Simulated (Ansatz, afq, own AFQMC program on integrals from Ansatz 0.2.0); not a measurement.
Two steps: Ansatz 0.2.0 writes the Fock matrix and Cholesky factors of the valence space, and afq projects on them the lowest state that overlaps trial and start.

```yaml
crystal:
  periodic: [false, false, false]
  atoms:
    - {symbol: Si, position_ang: [0.000000, 0.000000, 1.363378]}
    - {symbol: B, position_ang: [0.000000, 0.000000, -4.242622]}
    - {symbol: H, position_ang: [0.000000, 0.000000, 2.879243]}
basis:
  gaussian: {orbitals: 6-31G}
magnetization: {spin_polarized: true, initial_magnetization: 0}
correlation: {method: ccsd_t, electrons: outside_noble_gas, hamiltonian_folder: ham}
```

```sh
$ ansatz run in.yaml --threads 1 --pin off --events-out ev --progress --plain --max-ram 16896MiB --backend cuda --devices 0, --max-vram 18GiB
```

afq runs on the folder ham with

```
--method phaseless --trial cisd --walkers 4000 --populations 20 --least-time 60 --time-step 0.005 --steps-per-block 50 --equilibration-blocks 40 --max-blocks 4000 --target-error 0.00034 --factor-cut 1e-05 --start spin_pure --seed 468 --release-times 0.24,0.51,0.99,1.62,2.4 --release-step 0.03 --release-every 3 --taylor-order 6
```

Times are imaginary, in 1/Eh. The walk had a cap of 122 s. With eight or more populations the least sampling time is a fifth of least-time, and the error comes from their spread.

Output of the walk:

```
orbitals 18  electrons 4 4  factors 82 of 298
reference energy -313.91162722 Eh
CCSD correlation -0.08642481 Eh in 16 cycles, weight of the determinant in the CISD state 0.9001
energy of the start -313.998027 Eh
 block  time / (1/Eh)  mean weight  energy / Eh
     1     0.250  1.0000  -313.997306
     2     0.500  1.0000  -313.997102
     3     0.750  0.9999  -313.997106
     4     1.000  0.9999  -313.997246
     5     1.250  1.0000  -313.997416
    10     2.500  1.0000  -313.998060
    19     4.750  1.0001  -313.998595
    29     7.250  1.0000  -313.998827
    39     9.750  1.0001  -313.998874
    49    12.250  1.0000  -313.998731
    59    14.750  0.9999  -313.999000
    69    17.250  0.9998  -313.998800
    75    18.750  1.0000  -313.999868
    79    19.750  1.0002  -313.998466
    81    20.250  0.9997  -313.998446
    89    22.250  1.0000  -313.998547
error from the spread of 20 populations
released: time / (1/Eh)  energy / Eh  error  mean overlap
  0.24  -313.998778  0.000042  0.9984
  0.51  -313.998826  0.000042  0.9960
  0.99  -313.998875  0.000045  0.9917
  1.62  -313.998962  0.000036  0.9912
  2.40  -313.999045  0.000048  0.9899
energy -313.998749 +/- 0.000047 Eh
(rows thinned)
```

The run passed its tests (sampling time, drift between the halves within three errors, error under three times the target), which doesn't prove that it has relaxed.

Against this walk (error 1.3 meV) on the same determinant: CCSD(T) 1.0 meV higher (within the noise), CCSDT(Q) 7.9 meV lower, full CI 8.9 meV lower. The error is statistical and leaves out the bias of the constraint. The determinant has ⟨S²⟩ = 1.00, so the low cluster orders mix in higher spin (the high orders can go on to a lower state of that spin), while the walk starts as a pure singlet. Released to 2.40 1/Eh the energy lies 8.1 ± 1.8 meV (both errors) below the phaseless value, which shows part or all of the bias of the constraint, and full CI lies 0.8 meV below the released value. Full CI is exact here, so the walk's 9 meV above it is the walk's own error: the bias of the constraint with this trial. The determinant is a poor start (see the cautions), so the low cluster orders aren't to be relied on, and full CI is the sure value.

Cautions: constraint bias not in the error; unrestricted determinant spin contaminated (⟨S²⟩ 1.00 against 0.00); the next higher spin lies close (within 5 meV by full CI); the determinant fills πx and πy unequally, so it mixes two states of the linear molecule, and each level undoes that mixture to a different degree, while full CI gives the lower state; CCSDT(Q) on the RHF determinant differs (38 meV higher), perhaps since the unrestricted series falls towards higher spin; walk and cluster series may follow different spin states.

The walk took 20 s on 1 × NVIDIA H100 80GB HBM3 with 2 threads of AMD EPYC 7R13 Processor (Zen 3), on a shared host (the card was shared). The log's last line is the phaseless energy.

CCSDT and higher add their correlation energy to the determinant of the CCSD(T) run, since their own runs factorise the integrals more tightly (a shift of under 2 meV).
